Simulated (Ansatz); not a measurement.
Relaxed structures of CH$_{4}$AlO, doublet (PBE0-D4/def2-TZVP; forces vanish, vibrations not checked; lower isomers may exist, and structures with a doubtful reference or unclear bonds are left out; Å). Computed with Ansatz 0.2.0 (basis: def2-TZVPP); correlated methods freeze the cores; orbitals are unrestricted.

Q: Rank them by CCSD(T) energy, lowest first, and give each one's height above the lowest. Links in brackets join atoms within 1.22 times the sum of their covalent radii (1.1 for two metals). (Judge from chemistry; the value comes from the calculation.)
A.
CH₄AlO ([CH3][O][AlH])
```
7
angstrom
C -0.7685 -0.4031 -1.0242
O -0.0483 -0.7159 0.1320
Al 0.3678 0.0241 1.5894
H -1.1823 0.6127 -0.9968
H -0.1213 -0.4841 -1.9036
H -0.1550 1.5306 1.8351
H -1.5983 -1.1059 -1.1521
```
B.
CH₄AlO ([CH]1[OH][AlH2]1)
```
7
angstrom
C -0.1692 -0.2094 -0.8105
O -0.5387 -1.2039 0.1700
Al 0.5118 0.4495 0.8443
H -0.2395 -2.0944 -0.0503
H -0.3007 -0.5258 -1.8388
H -0.3865 1.3465 1.7881
H 1.9853 0.0199 1.2466
```
C.
CH₄AlO ([CH2]1[OH][AlH]1)
```
7
angstrom
C -0.3305 -0.1823 -0.8496
O -0.1337 -1.2634 0.1804
Al 0.5333 0.5399 0.7536
H -1.3940 -0.0290 -1.0279
H 0.1746 -0.5041 -1.7563
H -0.5099 1.0011 1.8859
H -0.9791 -1.5900 0.5005
```

A: The calculation gives: A (0.00 kcal/mol), C (33.28 kcal/mol), B (49.35 kcal/mol). Heights count from the lowest.

The T1 diagnostic stays at or below 0.016. ⟨S²⟩ of the unrestricted Hartree–Fock references: 0.75 to 0.77 (a pure state has 0.75).

For scale, one of the runs: CCSD(T)/def2-TZVPP, 160 basis functions, launched by `ansatz run in.yaml --threads 2 --pin off --events-out ev --progress --plain --max-ram 4352MiB`. The run took 67 s on 2 CPU threads of an Arm Neoverse V2 (shared host), with 2.7 GiB of host memory at its peak.
